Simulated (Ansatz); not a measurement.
`C=NC(O)O` → `NCOC=O`  (isomerisation)

Computed with Ansatz on PBE0-D4/def2-TZVP structures; ΔE is electronic, products minus reactants. CCSD(T)/CBS is the MP2 limit (def2-TZVPP, def2-QZVPP) plus CCSD(T) − MP2 in def2-TZVPP, frozen cores. Each species was taken in one conformer, which may not be the lowest.

| species | CCSD(T)/CBS(def2) energy (Eh) |
| --- | --- |
| `C=NC(O)O` | -284.13082 |
| `NCOC=O` | -284.15590 |

(1) Work out ΔE.

Largest T1 diagnostic among the species: 0.015.

Answers

(1) ΔE = (-284.15590) − (-284.13082) = -0.02508 Eh = -65.8 kJ/mol.

In def2-TZVPP, CCSD(T) changes the Hartree–Fock value by +12.7 kJ/mol (the triples alone add +0.1 kJ/mol) and MP2 by +7.7 kJ/mol. Leaving LDA and LC-ωPBE aside and taking each functional with its dispersion term where it has one, the values, not all of them listed here, spread over 7.8 kJ/mol, from r2SCAN-D4 to ωB97M-V. LDA lies +4.0 kJ/mol from PBE without D4.
